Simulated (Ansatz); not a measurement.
Results of PBE0 (PAW; Ansatz, an electronic-structure program) for rock-salt EuS.

Settings: plane-wave cutoff 460 eV, 8×8×8 k mesh, Fermi–Dirac smearing 0.01 eV, spin-polarised with parallel moments, scalar-relativistic PAW data made under PBE.

Cell (relaxed at this level):

```yaml
crystal:
  lattice:
    - [0.00000, 2.98564, 2.98564]
    - [2.98564, 0.00000, 2.98564]
    - [2.98564, 2.98564, 0.00000]
  atoms:
    - { symbol: Eu, position: [0.00000, 0.00000, 0.00000], spin: 7.0 }
    - { symbol: S, position: [0.50000, 0.50000, 0.50000] }
```

Question: What does this level give for the Γ–Γ gap, magnetic moment (largest site, within a sphere) and bulk modulus B0?

Answer: 
Γ–Γ gap: 3.20 eV
magnetic moment (largest site, within a sphere): 6.89 μB
bulk modulus B0: 51.1 GPa

Measured, for comparison: bulk modulus 61.5 ± 0.5 GPa (room temperature, no zero-point or thermal correction; as tabulated in Sci. Rep., doi 10.1038/s41598-022-05321-9). Computed (rounded) less measured: bulk modulus -17 %.

Note: the state of the 4f shell is in doubt.

Spins in the cell block are starting values.

Moments are spin moments.

Spin–orbit coupling is not included.
